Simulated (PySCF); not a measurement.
AlHCl2, optimised at PBE0/def2-TZVP:

```xyz
4

Al     0.3560    -0.1535    -0.2561
Cl    -0.1508     0.8759    -1.9944
Cl    -0.1682    -2.1638    -0.1084
H      1.1117     0.5652     0.9090
```

Energies from PySCF (xtb for GFN2), thermal terms from the rigid-rotor harmonic-oscillator model, ideal gas at 1 bar. 6-31G* has spherical d functions here. All species are closed-shell singlets. B3LYP is the form with VWN-RPA correlation. AlHCl2: computed as isolated molecules; such fragments, hydroxides, amides, oligomers or adducts are transient or little studied in the gas.

### Question
List the harmonic frequencies (cm⁻¹, unscaled) at this level and at the other levels, each on its own geometry.

### Answer
- PBE0/def2-TZVP: 159, 451, 481, 584, 658, 2013
- B3LYP/6-31G*: 161, 446, 471, 576, 665, 2028
- GFN2-xTB: 128, 456, 481, 587, 649, 1903
- HF/6-31G*: 172, 485, 495, 603, 711, 2129
- PBE/def2-SVP: 158, 441, 471, 576, 662, 1958
